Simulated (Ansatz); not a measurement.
Reaction (SMILES): ClCCl → Cl[CH]Cl + H atom
B3LYP-D3(BJ)/def2-TZVP geometries, fixed; electronic energies without zero-point terms.

How fast the bond dissociation energy converges with the basis for several methods (Ansatz, a program for electronic structure): deviation from each method's own reference, in kcal/mol. References: CCSD(T) 103.49 kcal/mol, Hartree-Fock in cc-pV(Q+d)Z plus the correlation part extrapolated as X^-3 from cc-pV(T+d)Z and cc-pV(Q+d)Z; HF 79.99 kcal/mol, the value in aug-pcseg-3; MP2 103.83 kcal/mol, Hartree-Fock in aug-cc-pV(Q+d)Z plus the correlation part extrapolated as X^-3 from aug-cc-pV(T+d)Z and aug-cc-pV(Q+d)Z; PBE 96.80 kcal/mol, the value in aug-pcseg-3; PBE0 97.76 kcal/mol, the value in aug-pcseg-3; wB97M-V 102.42 kcal/mol, the value in aug-pcseg-3. Cartesian d functions, on some or all atoms, in 6-311+G**; all else is spherical. In correlated methods cores are frozen. Open shells are unrestricted. No added dispersion term, no relativity. Functionals ending in -V hold VV10 correlation. 

```
basis            functions  CCSD(T)     HF  MP2   PBE  PBE0  wB97M-V
---------------  ---------  -------  -----  ---  ----  ----  -------
aug-pcseg-1             95    -0.53   2.72  [?]  1.84  2.16     1.58
6-311+G**               96    -3.19   1.31  [?]  1.85  1.68     1.35
6-311++G(2d,2p)        117    -1.53   1.50  [?]  1.42  1.43     1.36
jun-cc-pV(T+d)Z        163    -1.29   0.11  [?]  0.29  0.22     0.29
def2-TZVPPD            173    -1.12   0.02  [?]  0.24  0.16     0.22
aug-cc-pV(T+d)Z        202    -0.51   0.15  [?]  0.21  0.19     0.21
cc-pV(Q+d)Z            243    -0.68  -0.07  [?]  0.14  0.08     0.11
pcseg-3                254    -0.42   0.03  [?]  0.04  0.03     0.02
```

Question: Fill in the missing entries.

Answer: 
- aug-pcseg-1, MP2: -1.03
- 6-311+G**, MP2: -3.78
- 6-311++G(2d,2p), MP2: -1.67
- jun-cc-pV(T+d)Z, MP2: -1.52
- def2-TZVPPD, MP2: -1.37
- aug-cc-pV(T+d)Z, MP2: -0.71
- cc-pV(Q+d)Z, MP2: -0.68
- pcseg-3, MP2: -0.42

Mean absolute deviation over 6-311+G**, 6-311++G(2d,2p), jun-cc-pV(T+d)Z, def2-TZVPPD, aug-cc-pV(T+d)Z: HF 0.62, wB97M-V 0.69, PBE0 0.74, PBE 0.80, CCSD(T) 1.53, MP2 1.81 kcal/mol.
